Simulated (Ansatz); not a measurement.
# UHF/cc-pVTZ run of SF (Monosulfur monofluoride)

What is the energy change on altering one bond length of SF (Monosulfur monofluoride) at UHF/cc-pVTZ? 

Program for the calculation: Ansatz 0.2.0.

40 further runs of the same task are left out: 4 that didn't finish, 36 set aside as unsound or not needed.

### Step 1. The structure to begin with

SF has 2 atoms, charge 0, and is taken as a doublet. SMILES: `F[S]`. Geometry: relaxed at PBE0-D4/def2-TZVP.

Bond lengths: F1–S2 1.594 Å.

### Step 2. The energy at UHF/cc-pVTZ

input.yaml reads:

```yaml
crystal:
  periodic: [false, false, false]
  atoms:
    - symbol: F
      position_ang: [-0.000000, -0.000000, 0.016120]
    - symbol: S
      position_ang: [0.000000, 0.000000, 1.610410]
basis:
  gaussian: {orbitals: cc-pVTZ}
magnetization: {spin_polarized: true, initial_magnetization: 1}
output: {orbitals: {seedname: orbitals}}
hamiltonian: {xc: hf}
accuracy: high
```

Run with:

```bash
$ ansatz run input.yaml --threads 1 --pin off --max-ram 3480MiB --events-out events.jsonl --progress --plain --runs-dir runs
```

The log of the run:

```text
Warning: RAYON_NUM_THREADS=1 ignored (pool sized by the plan → 1); use --threads N
Functional definition: HF
  name "HF"
  exchange = exact_x
  correlation = 0
883 factors; integrals over basis functions are off by at most 3.8e-9 eV
mean field evaluation 1: about -13522.1406 eV, gradient 1.4e1 eV
mean field evaluation 2: about -13522.2232 eV, gradient 1.4e1 eV
mean field evaluation 4: about -13523.1151 eV, gradient 2.4e0 eV
mean field evaluation 8: about -13523.1622 eV, gradient 1.2e-1 eV
mean field evaluation 16: about -13523.1625 eV, gradient 2.0e-7 eV
mean field -13523.16253431 eV, -496.9670568070 hartree, gradient 1.5e-8 eV, S^2 0.765713; 0 other end points of the search recorded, 0 dependent functions left out
reference -13523.16253431 eV, -496.9670568070 hartree; 13, 12 occupied and 51, 52 virtual orbitals, 883 factors
Total energy: -13523.16253431 eV, -496.9670568070 hartree
```

It took 0.97 s on 1 thread of Arm Neoverse V1, shared host; peak memory 0.11 GiB.

### Step 3. The distorted shape

run.yaml reads:

```yaml
crystal:
  periodic: [false, false, false]
  atoms:
    - {symbol: F, position_ang: [-0.000000, -0.000000, -1.896990]}
    - {symbol: S, position_ang: [0.000000, 0.000000, 1.610410]}
basis:
  gaussian:
    orbitals: cc-pVTZ
magnetization:
  spin_polarized: true
  initial_magnetization: 1
hamiltonian:
  xc: hf
accuracy: high
output:
  orbitals: {seedname: orbitals}
```

Run with:

```bash
$ ansatz run run.yaml --threads 1 --pin off --max-ram 3480MiB --events-out events.jsonl --progress --plain --runs-dir runs
```

The log of the run, shortened:

```text
Warning: RAYON_NUM_THREADS=1 ignored (pool sized by the plan → 1); use --threads N
Functional definition: HF
  name "HF"
[...]
722 factors; integrals over basis functions are off by at most 2.8e-9 eV
[...]
mean field -13521.74706932 eV, -496.9150394282 hartree, gradient 1.8e-8 eV, S^2 1.764978; 8 other end points of the search recorded, 0 dependent functions left out
reference -13521.74706932 eV, -496.9150394282 hartree; 13, 12 occupied and 51, 52 virtual orbitals, 722 factors
Total energy: -13521.74706932 eV, -496.9150394282 hartree
```

Wall time 7.5 s (1 thread of Arm Neoverse V1, shared host); peak memory 0.13 GiB.

### Step 4. Summary of results

Level: UHF/cc-pVTZ.

```
                                                         quantity          value
                                        first shape: total energy  -496.96706 Eh
                  first shape: HOMO energy (highest over α and β)      -10.49 eV
                   first shape: LUMO energy (lowest over α and β)        0.24 eV
                                                first shape: ⟨S²⟩          0.766
                                    distorted shape: total energy  -496.91504 Eh
              distorted shape: HOMO energy (highest over α and β)      -10.37 eV
               distorted shape: LUMO energy (lowest over α and β)        0.32 eV
                                            distorted shape: ⟨S²⟩          1.765
energy change with the F1–S2 bond stretched from 1.594 to 3.507 Å       1.415 eV
```

**Reading.** With the F1–S2 bond stretched from 1.594 to 3.507 Å the energy rises by 1.42 eV (137 kJ/mol). The first shape isn't relaxed at this level, so the change isn't measured from a minimum. ⟨S²⟩ (distorted shape) is 1.76 where a pure doublet has 0.75: the reference is spin-contaminated.
